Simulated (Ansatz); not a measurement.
Isolated molecules relaxed with PBE0-D4/def2-TZVP in Ansatz; ΔE leaves out vibrations. CCSD(T)/CBS adds triple-zeta CCSD(T) − MP2 to the extrapolated MP2 energy (def2 sets, frozen cores). This one scheme is used for every species. Functionals use def2-TZVPP. B3LYP here is the variant with VWN-RPA as its local correlation; programs differ in this. Each species was taken in one conformer, which may not be the lowest.

Reaction (hydrogenolysis of a C–C bond): `CC#CS` + H₂ → `C#CS` + CH₄

`CC#CS`:

```xyz
8

C     0.605   -1.359    0.077
C    -0.098   -0.095    0.005
C    -0.676    0.962   -0.057
S    -1.609    2.357   -0.147
H    -0.036   -2.171   -0.277
H     0.912   -1.592    1.099
H     1.498   -1.344   -0.553
H    -0.595    3.242   -0.146
```

H₂:

```xyz
2

H    -0.277   -0.054   -0.244
H     0.277    0.054    0.244
```

`C#CS`:

Cartesian coordinates in Å:
```
C 0.123 -1.156 0.460
C 0.207 -0.048 -0.002
S 0.462 1.479 -0.654
H 0.037 -2.134 0.870
H -0.829 1.860 -0.675
```

CH₄:

Cartesian coordinates in Å:
```
C 0.000 0.000 0.000
H -0.222 0.971 -0.442
H -0.392 -0.035 1.016
H 1.079 -0.151 0.022
H -0.464 -0.785 -0.596
```

Problem. Is it downhill or uphill in electronic energy at CCSD(T)/CBS, and by how much? (Best estimate.)

Solution. Ansatz gave: Downhill: ΔE = -46.3 kJ/mol.

Problem. What do these levels give: B97M-V, BLYP, B3LYP, SCS-MP2/def2-TZVPP, CCSD/def2-TZVPP, SCS-MP2/def2-QZVPP? (An estimate is asked.)

Solution. The calculation gave: B97M-V -46.6, BLYP -48.0, B3LYP -48.6, SCS-MP2/def2-TZVPP -45.8, CCSD/def2-TZVPP -50.2, SCS-MP2/def2-QZVPP -45.2 kJ/mol.

Largest T1 diagnostic among the species: 0.013.

In def2-TZVPP, CCSD(T) changes the Hartree–Fock value by +10.9 kJ/mol (the triples alone add +2.9 kJ/mol) and MP2 by +16.3 kJ/mol. Leaving LDA and LC-ωPBE aside and taking each functional with its dispersion term where it has one, the values, not all of them listed here, spread over 13.3 kJ/mol, from B2PLYP to revPBE-D4. LDA lies +8.3 kJ/mol from PBE without D4. The D4 term adds +5.1 kJ/mol with B3LYP and +2.8 kJ/mol with PBE0; it sums over pairs of atoms, weighted by their polarisabilities, and B3LYP, whose exchange is more repulsive, gets the larger term.
